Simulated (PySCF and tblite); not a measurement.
The numbers below are computed, except where a source is named.
# Conformers and averaged properties: C3H7Cl, numbered as in [CH3:1][CH2:2][CH2:3][Cl:4]

Geometries PBE0-D3(BJ)/def2-SVP; weights from PBE0-D3(BJ)/def2-TZVP energies and GFN2-xTB thermal corrections, with symmetry numbers and mirror pairs. Conformers within 4 kcal/mol (GFN2-xTB free energy) were kept, 5 at most. GIAO shieldings: PBE0/pcSseg-1. Shifts are against TMS (¹H), TMS (¹³C) at the same level. Programs: PySCF with density fitting and tblite.

Torsions listed: C1–C2–C3–Cl4. Of a mirror pair one member is shown.

| conformer | shape | symmetry | E(GFN2) kcal/mol | E(DFT) kcal/mol | G(298.15 K) kcal/mol | weight % | dipole D |
| --- | --- | --- | --- | --- | --- | --- | --- |
| 1 | -63° | C1 (pair) | 0.08 | 0.00 | 0.00 | 71.0 | 2.05 |
| 2 | 180° | Cs | 0.00 | 0.18 | 0.53 | 29.0 | 2.14 |

Weights (%) against temperature:

```json
{"T (K)": "150", "1": "76.7", "2": "23.3", "S(mix) cal/mol/K": "2.13"}
{"T (K)": "200", "1": "74.0", "2": "26.0", "S(mix) cal/mol/K": "2.16"}
{"T (K)": "250", "1": "72.2", "2": "27.8", "S(mix) cal/mol/K": "2.17"}
{"T (K)": "298.15", "1": "71.0", "2": "29.0", "S(mix) cal/mol/K": "2.17"}
{"T (K)": "400", "1": "69.4", "2": "30.6", "S(mix) cal/mol/K": "2.18"}
```

Averaged shifts at 298.15 K. ¹H: 3.32 (H3, 2H), 1.52 (H2, 2H), 1.04 (H1, 3H) ppm. ¹³C: 52.0 (C3), 29.0 (C2), 12.9 (C1) ppm.

Coordinates of conformer 1 (Å):

```xyz
11

C     1.247    0.323    0.193
C     0.103   -0.452   -0.438
C    -1.273    0.038   -0.038
Cl   -1.575   -0.155    1.720
H     1.198    0.262    1.291
H     2.221   -0.076   -0.127
H     1.210    1.388   -0.086
H     0.183   -1.523   -0.189
H     0.160   -0.385   -1.539
H    -2.065   -0.524   -0.552
H    -1.403    1.107   -0.262
```

Shifts are unscaled: against experiment ¹³C can be off by 15 ppm or more and ¹H by 0.8 ppm.

Search and properties took 23 s on 1 thread of Arm Neoverse V2, shared host (rough), launched as `OMP_NUM_THREADS=1 python ens_run.py task.json out`.
